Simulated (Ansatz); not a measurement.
A run of Ansatz (development build ahead of 0.2.0) on doublet CO(+) at this shape:

```xyz
2

C     0.0000    0.0000    0.0000
O     0.0000    0.0000    1.5200
```

Its results:

```json
{
 "Converged": "yes",
 "Reference energy": "-112.01679 hartree",
 "Correlation energy": "-0.23976 hartree",
 "Total energy": "-112.25655 hartree",
 "Spin squared of the determinant": "0.750",
 "Stability test": "minimum among restricted orbitals"
}
```

Forces (eV/Å):
| atom | Fx | Fy | Fz |
| --- | --- | --- | --- |
| C1 | 0.000 | 0.000 | 8.620 |
| O2 | 0.000 | 0.000 | -8.620 |

Which input gives this output? Name the method, the orbitals and the basis set, and write the input.

ROHF-MP2 in def2-SVP.

```yaml
crystal:
  periodic: [false, false, false]
  atoms:
    - { symbol: C, position_ang: [0.0, 0.0, 0.0] }
    - { symbol: O, position_ang: [0.0, 0.0, 1.52] }
basis:
  gaussian: { orbitals: def2-SVP }
total_charge: 1
magnetization:
  initial_magnetization: 1
hamiltonian:
  xc: hf
correlation:
  method: mp2
  frozen_orbitals: { C: 1, O: 1 }
output:
  forces: true
```

Caution: bonds are stretched, where a single reference can fail.
